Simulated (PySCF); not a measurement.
Predicted microwave data (PBE0-D3(BJ)/def2-SVP geometry optimisation, gas phase (PySCF)) for one isomer of C3H4S:

```
Rotational constants : A = 36469, B = 2676, C = 2533 MHz
Dipole components    : |μa| = 1.60 D, |μb| = 0.17 D, |μc| = 0.00 D
Inertial defect      : -3.18 u·Å²
κ                    : -0.99
```

Question: Which candidate fits, each taken in the one conformer that was computed?
A. `[CH2:1]=[CH:2][CH:3]=[S:4]` with C1–C2–C3–S4 180° (thioacrolein)
B. `CC=C=S`
C. `[CH:1]#[C:2][CH2:3][SH:4]` with C2–C3–S4–H -179°

Answer: B. It is CC=C=S, a near-prolate asymmetric top, point group Cs. The candidates at the same level (rigid rotor, commonest isotopes):

| SMILES | A (MHz) | B (MHz) | C (MHz) | μa (D) | μb (D) | μc (D) | Δ (u·Å²) | point group | rotor |
| --- | --- | --- | --- | --- | --- | --- | --- | --- | --- |
| CC=C=S | 36469 | 2676 | 2533 | 1.60 | 0.17 | 0.00 | -3.18 | Cs | near-prolate asymmetric top |
| C=CC=S | 46222 | 2789 | 2630 | 2.77 | 0.41 | 0.00 | 0.00 | Cs | near-prolate asymmetric top |
| C#CCS | 22294 | 3094 | 2765 | 0.01 | 1.57 | 0.00 | -3.21 | Cs | near-prolate asymmetric top |

`C=CC=S` has A 27 % too high; `C#CCS` has A 39 % too low. In the right answer the mirror of this Cs structure is the ab plane, so μc vanishes by symmetry. No structure here is proved a minimum.
